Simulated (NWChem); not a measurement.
# NF3 (nitrogen trifluoride) at 5 levels

Aim: a comparison of 5 runs (HF/def2-SVP, B3LYP/6-31G*, PBE0/def2-SVP, MP2/cc-pVTZ) of NF3 (nitrogen trifluoride). 

Program for the calculation: NWChem 7.3.0.

## Step 1: The molecule

NF3: 4 atoms, total charge 0, spin state singlet. As SMILES, `FN(F)F`. Geometry: relaxed at PBE0-D4/def2-TZVP.

Bond lengths: F1–N2 1.360 Å, N2–F3 1.360 Å, N2–F4 1.360 Å. Angles: F1–N2–F3 102.1°, F1–N2–F4 102.1°, F3–N2–F4 102.1°.

## Step 2: Energy and forces at HF/def2-SVP (run 1)

Input file run.py:

```python
from ase import Atoms
from ase.calculators.nwchem import NWChem

system = Atoms('FNFF', positions=[
    [0.614010, 0.000340, 1.066930],
    [0.353420, -0.074150, -0.266250],
    [-0.636280, -1.006490, -0.312240],
    [-0.331150, 1.080310, -0.488440],
])

calc = NWChem(
    label='f3n',
    theory='scf',
    memory='2200 mb',
    basis='def2-SVP',
    basispar='spherical bse',
    scf={'nopen': '0', 'rhf': None, 'thresh': '1e-08', 'maxiter': '80'},
)
system.calc = calc

forces = system.get_forces()
print(f"energy = {system.get_potential_energy():.6f} eV")
print("forces (eV/A):")
for s, f in zip(system.symbols, forces):
    print(f"{s:2s} {f[0]:10.5f} {f[1]:10.5f} {f[2]:10.5f}")
print("dipole (e A):", system.get_dipole_moment().round(4))
```

Launch:

```sh
$ export ASE_NWCHEM_COMMAND="nwchem PREFIX.nwi > PREFIX.nwo"
$ python run.py
```

Output:

```text
energy = -9584.999213 eV
forces (eV/A):
F    -0.38988   -0.12994   -2.21089
N    -2.42589    0.50846    1.82733
F     1.65800    1.51926    0.04772
F     1.15777   -1.89778    0.33584
dipole (e A): [ 0.064  -0.0134 -0.0482]
```

The calculator wrote f3n.nwi:

```
title "f3n"

permanent_dir f3n

scratch_dir f3n

start f3n

geometry units angstrom nocenter noautosym noautoz
  F  6.1400999999999994e-01 3.4000000000000002e-04 1.0669299999999999e+00
  N  3.5342000000000001e-01 -7.4149999999999994e-02 -2.6624999999999999e-01
  F  -6.3627999999999996e-01 -1.0064900000000001e+00 -3.1224000000000002e-01
  F  -3.3115000000000000e-01 1.0803100000000001e+00 -4.8843999999999999e-01
end

memory 2200 mb

basis spherical bse noprint
   * library def2-SVP
end

scf
  nopen 0
  rhf
  thresh 1e-08
  maxiter 80
end

task scf gradient
```

f3n.nwo:

```text
Northwest Computational Chemistry Package (NWChem) 7.3.0
             --------------------------------------------------------

           Job information
           ---------------

    nwchem branch   = 7.3.0
    use scalapack   = T
    input           = f3n.nwi
    prefix          = f3n.
    data base       = f3n/f3n.db
    status          = startup
    nproc           =        1

           Memory information
           ------------------

    heap     =     72089594 doubles =      550.0 Mbytes
    stack    =     72089599 doubles =      550.0 Mbytes
    global   =    144179200 doubles =     1100.0 Mbytes (distinct from heap & stack)
    total    =    288358393 doubles =     2200.0 Mbytes
    verify   = yes
    hardfail = no

[... 119 lines left out ...]
 Convergence threshold     :          1.000E-08
[... 13 lines left out ...]
       Final RHF  results
[... 3 lines left out ...]
      One-electron energy =   -757.206878759743
[... 1 line left out ...]
 Nuclear repulsion energy =    134.276069306411
[... 35 lines left out ...]
                       ROHF Final Molecular Orbital Analysis
[... 193 lines left out ...]
  wavefunction    =   RHF

                         RHF ENERGY GRADIENTS

    atom               coordinates                        gradient
                 x          y          z           x          y          z
   1 F       1.160311   0.000643   2.016205    0.007582   0.002527   0.042995
   2 N       0.667867  -0.140123  -0.503140    0.047176  -0.009888  -0.035536
   3 F      -1.202395  -1.901990  -0.590048   -0.032243  -0.029545  -0.000928
   4 F      -0.625783   2.041490  -0.923018   -0.022515   0.036906  -0.006531

                 ----------------------------------------
                 |  Time  |  1-e(secs)   |  2-e(secs)   |
                 ----------------------------------------
                 |  CPU   |       0.00   |       0.81   |
                 ----------------------------------------
                 |  WALL  |       0.00   |       0.81   |
                 ----------------------------------------

 Task  times  cpu:        4.7s     wall:        4.7s
 Total times  cpu:        4.8s     wall:        4.8s
```

Wall time 6.3 s (1 thread of Intel Xeon Platinum 8259CL at 2.50GHz (Skylake/Cascade Lake), shared host); peak memory 0.1 GiB.

## Step 3: Energy and gradient at B3LYP/6-31G(d) (spherical functions) (run 2)

Input file calc.xyz:

```xyz
4

F      0.614010     0.000340     1.066930
N      0.353420    -0.074150    -0.266250
F     -0.636280    -1.006490    -0.312240
F     -0.331150     1.080310    -0.488440
```

Input file run.py:

```python
from ase.io import read
from ase.calculators.nwchem import NWChem

molecule = read('calc.xyz')

calc = NWChem(
    label='calc',
    theory='dft',
    memory='2200 mb',
    basis='6-31G*',
    basispar='spherical bse',
    dft={'xc': 'b3lyp', 'mult': '1', 'grid': 'xfine', 'convergence': 'energy 1e-08', 'iterations': '100', 'mulliken': None},
)
molecule.calc = calc

forces = molecule.get_forces()
print("Total energy (eV):", round(molecule.get_potential_energy(), 6))
print("forces (eV/A):")
for s, f in zip(molecule.symbols, forces):
    print(f"{s:2s} {f[0]:10.5f} {f[1]:10.5f} {f[2]:10.5f}")
print("dipole (e A):", molecule.get_dipole_moment().round(4))
```

Launch:

```sh
$ export ASE_NWCHEM_COMMAND="nwchem PREFIX.nwi > PREFIX.nwo"
$ python run.py
```

Output:

```text
Total energy (eV): -9634.609909
forces (eV/A):
F     0.22667    0.04001    0.86878
N     0.81175   -0.17088   -0.61177
F    -0.62262   -0.64386   -0.06844
F    -0.41585    0.77467   -0.18856
dipole (e A): [ 0.0053 -0.0011 -0.004 ]
```

The calculator wrote calc.nwi:

```
title "calc"

permanent_dir calc

scratch_dir calc

start calc

geometry units angstrom nocenter noautosym noautoz
  F  6.1400999999999994e-01 3.4000000000000002e-04 1.0669299999999999e+00
  N  3.5342000000000001e-01 -7.4149999999999994e-02 -2.6624999999999999e-01
  F  -6.3627999999999996e-01 -1.0064900000000001e+00 -3.1224000000000002e-01
  F  -3.3115000000000000e-01 1.0803100000000001e+00 -4.8843999999999999e-01
end

memory 2200 mb

basis spherical bse noprint
   * library 6-31G*
end

dft
  xc b3lyp
  mult 1
  grid xfine
  convergence energy 1e-08
  iterations 100
  mulliken
end

task dft gradient
```

calc.nwo:

```text
Northwest Computational Chemistry Package (NWChem) 7.3.0
             --------------------------------------------------------

           Job information
           ---------------

    nwchem branch   = 7.3.0
    use scalapack   = T
    input           = calc.nwi
    prefix          = calc.
    data base       = calc/calc.db
    status          = startup
    nproc           =        1

           Memory information
           ------------------

    heap     =     72089594 doubles =      550.0 Mbytes
    stack    =     72089599 doubles =      550.0 Mbytes
    global   =    144179200 doubles =     1100.0 Mbytes (distinct from heap & stack)
    total    =    288358393 doubles =     2200.0 Mbytes
    verify   = yes
    hardfail = no

[... 90 lines left out ...]
  convergence criterion.
[... 39 lines left out ...]
          Spatial weights used:  Erf1
[... 80 lines left out ...]
         Total DFT energy =     -354.065386463219
[... 3 lines left out ...]
 Nuclear repulsion energy =      134.276069306411
[... 461 lines left out ...]
          Convergence on gradient requested:  5.00D-04
[... 26 lines left out ...]
          total energy or number of iterations.
[... 26 lines left out ...]
                         DFT ENERGY GRADIENTS

    atom               coordinates                        gradient
                 x          y          z           x          y          z
   1 F       1.160311   0.000643   2.016205   -0.004408  -0.000778  -0.016895
   2 N       0.667867  -0.140123  -0.503140   -0.015786   0.003323   0.011897
   3 F      -1.202395  -1.901990  -0.590048    0.012108   0.012521   0.001331
   4 F      -0.625783   2.041490  -0.923018    0.008087  -0.015065   0.003667

                 ----------------------------------------
                 |  Time  |  1-e(secs)   |  2-e(secs)   |
                 ----------------------------------------
                 |  CPU   |       0.00   |       0.79   |
                 ----------------------------------------
                 |  WALL  |       0.00   |       0.79   |
                 ----------------------------------------

 Task  times  cpu:       14.0s     wall:       14.0s
 Total times  cpu:       14.0s     wall:       14.0s
```

Wall time 15 s (1 thread of Intel Xeon Platinum 8259CL at 2.50GHz (Skylake/Cascade Lake), shared host); peak memory 0.12 GiB.

Runs 3 to 4 aren't shown in full; the table further down has their settings and results.

## Step 4: Energy and gradient at MP2/cc-pVTZ (run 5)

Input file sp.xyz:

```xyz
4
F3N
F      0.614010     0.000340     1.066930
N      0.353420    -0.074150    -0.266250
F     -0.636280    -1.006490    -0.312240
F     -0.331150     1.080310    -0.488440
```

Input file run.py:

```python
from ase.io import read
from ase.calculators.nwchem import NWChem

mol = read('sp.xyz')

calc = NWChem(
    label='sp',
    theory='mp2',
    memory='2200 mb',
    basis='cc-pVTZ',
    basispar='spherical bse',
    scf={'nopen': '0', 'rhf': None, 'thresh': '1e-08', 'maxiter': '80'},
    mp2={'freeze': 'core 4', 'tight': None},
)
mol.calc = calc

forces = mol.get_forces()
e = mol.get_potential_energy()
print(f"E = {e:.6f} eV")
print("forces (eV/A):")
for s, f in zip(mol.symbols, forces):
    print(f"{s:2s} {f[0]:10.5f} {f[1]:10.5f} {f[2]:10.5f}")
```

Launch:

```sh
$ export ASE_NWCHEM_COMMAND="nwchem PREFIX.nwi > PREFIX.nwo"
$ python run.py
```

Output:

```text
E = -9623.117344 eV
forces (eV/A):
F     0.04829    0.01445    0.25742
N     0.27650   -0.05852   -0.20847
F    -0.19139   -0.17854   -0.00735
F    -0.13339    0.22261   -0.04160
```

The calculator wrote sp.nwi:

```
title "sp"

permanent_dir sp

scratch_dir sp

start sp

geometry units angstrom nocenter noautosym noautoz
  F  6.1400999999999994e-01 3.4000000000000002e-04 1.0669299999999999e+00
  N  3.5342000000000001e-01 -7.4149999999999994e-02 -2.6624999999999999e-01
  F  -6.3627999999999996e-01 -1.0064900000000001e+00 -3.1224000000000002e-01
  F  -3.3115000000000000e-01 1.0803100000000001e+00 -4.8843999999999999e-01
end

memory 2200 mb

basis spherical bse noprint
   * library cc-pVTZ
end

scf
  nopen 0
  rhf
  thresh 1e-08
  maxiter 80
end
mp2
  freeze core 4
  tight
end

task mp2 gradient
```

sp.nwo:

```text
Northwest Computational Chemistry Package (NWChem) 7.3.0
             --------------------------------------------------------

           Job information
           ---------------

    nwchem branch   = 7.3.0
    use scalapack   = T
    input           = sp.nwi
    prefix          = sp.
    data base       = sp/sp.db
    status          = startup
    nproc           =        1

           Memory information
           ------------------

    heap     =     72089596 doubles =      550.0 Mbytes
    stack    =     72089601 doubles =      550.0 Mbytes
    global   =    144179200 doubles =     1100.0 Mbytes (distinct from heap & stack)
    total    =    288358397 doubles =     2200.0 Mbytes
    verify   = yes
    hardfail = no

[... 109 lines left out ...]
 1-e energy   =    -759.534225
[... 9 lines left out ...]
 Convergence threshold     :          1.000E-08
[... 16 lines left out ...]
         Total SCF energy =   -352.678330415688
[... 2 lines left out ...]
 Nuclear repulsion energy =    134.276069306411
[... 304 lines left out ...]
 CPHF converged to   5.9D-07 in   11 iters
[... 135 lines left out ...]
  MP2 natural orbitals output to sp/sp.mp2nos
[... 1 line left out ...]
                         mp2 ENERGY GRADIENTS

    atom               coordinates                        gradient
                 x          y          z           x          y          z
   1 F       1.160311   0.000643   2.016205   -0.000939  -0.000281  -0.005006
   2 N       0.667867  -0.140123  -0.503140   -0.005377   0.001138   0.004054
   3 F      -1.202395  -1.901990  -0.590048    0.003722   0.003472   0.000143
   4 F      -0.625783   2.041490  -0.923018    0.002594  -0.004329   0.000809

                 ----------------------------------------
                 |  Time  |  1-e(secs)   |  2-e(secs)   |
                 ----------------------------------------
                 |  CPU   |       0.02   |      11.12   |
                 ----------------------------------------
                 |  WALL  |       0.02   |      11.12   |
                 ----------------------------------------
 -----------------------
 Task  times  cpu:      129.7s     wall:      129.7s
 Total times  cpu:      129.7s     wall:      129.7s
```

It took 2.2 min on 1 thread of Intel Xeon Platinum 8259CL at 2.50GHz (Skylake/Cascade Lake), shared host; peak memory 0.59 GiB.

## Step 5: The series

| run | level | iteration cap | module | energy (Eh) | dipole moment (D) of the reference | HOMO energy (eV) | LUMO energy (eV) | wall time |
| --- | --- | --- | --- | --- | --- | --- | --- | --- |
| 1 | HF/def2-SVP | 80 | scf | -352.242227 | 0.39 | -15.20 | 6.81 | 6.3 s |
| 2 | B3LYP/6-31G* (spherical functions) | 100 | dft | -354.065386 | 0.03 | -9.31 | 1.13 | 15 s |
| 3 | PBE0/def2-SVP | 100 | dft | -353.461985 | 0.10 | – | – | 14 s |
| 4 | B3LYP/6-31G* (Cartesian functions) | 100 | dft | -354.070125 | 0.03 | -9.34 | 1.11 | 12 s |
| 5 | MP2/cc-pVTZ | 80 | mp2 | -353.643042 | 0.11 | -15.09 | 6.67 | 2.2 min |

## Step 6: Summary of results

| quantity | value |
| --- | --- |
| run 5: total energy | -353.64304 Eh |
| run 5: dipole moment (of the density that the program reports) | 0.11 D |
| run 5: HOMO energy (Hartree–Fock orbitals) | -15.09 eV |
| run 5: LUMO energy (Hartree–Fock orbitals) | 6.67 eV |
| run 5: HOMO–LUMO gap (Hartree–Fock orbitals) | 21.75 eV |
| run 5: correlation energy (4 core orbitals frozen) | -964.7 mEh |
| run 5: largest force on an atom | 0.351 eV/Å |

In words: Over runs 1, 2, 3, 4 the dipole moment (its size) runs from 0.03 D (B3LYP/6-31G*) to 0.39 D (HF/def2-SVP). The two ends differ in method and basis. Over runs 1, 2, 4 the HOMO–LUMO gap runs from 10.44 eV (B3LYP/6-31G*) to 22.01 eV (HF/def2-SVP). Totals of different functionals can't be ranked against each other. All runs together took 3 min, the longest 2.2 min.
